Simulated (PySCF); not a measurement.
Isomers of C5H5F. Level of theory: PBE0-D3(BJ)/def2-SVP geometry optimisation, gas phase in PySCF 2.14.0. One conformer each; no zero-point energy, no entropy. No frequencies were run at this level. Point groups hold within 0.08 Å.

**Question.** Order them by energy at this level, lowest first, and give relative energies in kcal/mol.
A. `C=CC#CCF`
B. `[CH2:1]=[C:2]([F:3])[C:4]1=[CH:5][CH2:6]1` with C1–C2–C4–C5 180°
C. `FC1=CCC=C1`
D. `C#CC1(F)CC1`

**Answer.** C (0.0), A (42.6), D (47.6), B (48.3).

As drawn, the highest has a three-membered ring, which the lowest lacks. Neighbours under 2.5 kcal/mol apart (C#CC1(F)CC1 and C=C(F)C1=CC1) can change places with a better method, another conformer or zero-point energy.

```json
{"SMILES": "FC1=CCC=C1", "E (Eh)": "-292.80540", "E rel (kcal/mol)": "0.0", "dipole (D)": "1.83", "point group": "Cs", "A, B, C (MHz)": "8222, 3384, 2434"}
{"SMILES": "C=CC#CCF", "E (Eh)": "-292.73752", "E rel (kcal/mol)": "42.6", "dipole (D)": "1.87", "point group": "Cs", "A, B, C (MHz)": "22139, 1263, 1204"}
{"SMILES": "C#CC1(F)CC1", "E (Eh)": "-292.72956", "E rel (kcal/mol)": "47.6", "dipole (D)": "1.75", "point group": "Cs", "A, B, C (MHz)": "6198, 3057, 2445"}
{"SMILES": "C=C(F)C1=CC1", "E (Eh)": "-292.72844", "E rel (kcal/mol)": "48.3", "dipole (D)": "0.97", "point group": "Cs", "A, B, C (MHz)": "7434, 2776, 2049"}
```

**Question.** How do the relative energies change in single points at PBE0/pcSseg-1 (no added dispersion term) on the same geometries?

**Answer.** 
```json
{"SMILES": "FC1=CCC=C1", "PBE0-D3(BJ)/def2-SVP (kcal/mol)": "0.0", "PBE0/pcSseg-1 (kcal/mol)": "0.0", "shift": "0.0"}
{"SMILES": "C=CC#CCF", "PBE0-D3(BJ)/def2-SVP (kcal/mol)": "42.6", "PBE0/pcSseg-1 (kcal/mol)": "38.4", "shift": "-4.2"}
{"SMILES": "C#CC1(F)CC1", "PBE0-D3(BJ)/def2-SVP (kcal/mol)": "47.6", "PBE0/pcSseg-1 (kcal/mol)": "45.0", "shift": "-2.6"}
{"SMILES": "C=C(F)C1=CC1", "PBE0-D3(BJ)/def2-SVP (kcal/mol)": "48.3", "PBE0/pcSseg-1 (kcal/mol)": "46.9", "shift": "-1.4"}
```

Each column counts from its own lowest isomer. The order is unchanged; the largest shift is 4.2 kcal/mol.
